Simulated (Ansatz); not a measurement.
# C3H4FN: the cost of one run

Method: the settings change from run to run; program: Ansatz 0.2.0, Gaussian basis.

## (1) The relaxed structure

An earlier PBE0-D4 in a triple-zeta def2 set relaxation fixed the geometry.

SMILES `NC1(F)C=C1`, 9 atoms, charge 0, spin multiplicity 1.

Atoms are counted from 1 here; the program's logs count them from 0.

Bond lengths: N1–C2 1.410 Å, N1–H6 1.013 Å, N1–H7 1.013 Å, C2–F3 1.409 Å, C2–C4 1.457 Å, C2–C5 1.457 Å, C4–C5 1.300 Å, C4–H8 1.078 Å, C5–H9 1.078 Å. Angles: C2–N1–H6 110.5°, C2–N1–H7 110.5°, H6–N1–H7 107.6°, N1–C2–F3 111.2°, N1–C2–C4 124.7°, N1–C2–C5 124.7°, F3–C2–C4 116.0°, F3–C2–C5 116.0°, C4–C2–C5 53.0°, C2–C4–C5 63.5°, C2–C4–H8 147.3°, C5–C4–H8 149.2°, C2–C5–C4 63.5°, C2–C5–H9 147.3°, C4–C5–H9 149.2°.

## (2) B2PLYP/pcseg-2

This run has multiplicity 3, a grid of angular degree 11.

Contents of in.yaml:

```yaml
crystal:
  periodic: [false, false, false]
  atoms:
    - {symbol: N, position_ang: [-0.377310, 0.877133, -1.012959]}
    - {symbol: C, position_ang: [0.137619, -0.161245, -0.210192]}
    - {symbol: F, position_ang: [0.837017, -1.105861, -0.986536]}
    - {symbol: C, position_ang: [-0.502185, -0.673050, 0.994605]}
    - {symbol: C, position_ang: [0.596536, 0.002040, 1.162960]}
    - {symbol: H, position_ang: [-1.009786, 0.505791, -1.711779]}
    - {symbol: H, position_ang: [0.371765, 1.354895, -1.499691]}
    - {symbol: H, position_ang: [-1.313582, -1.240925, 1.419193]}
    - {symbol: H, position_ang: [1.348626, 0.394822, 1.827197]}
basis:
  gaussian: {orbitals: pcseg-2, final_grid: {core_spheres: 5, valence_spheres: 4, degree: 11}}
magnetization: {spin_polarized: true, initial_magnetization: 2}
hamiltonian: {xc: {name: B2PLYP}}
output: {forces: true}
```

Run with:

```bash
> ansatz run in.yaml --threads 2 --pin off --events-out ev --progress --plain --max-ram 4352MiB
```

What time and memory should one allow on 2 threads of Arm Neoverse V1, shared host?

About 21 s, with a peak of 0.91 GiB.
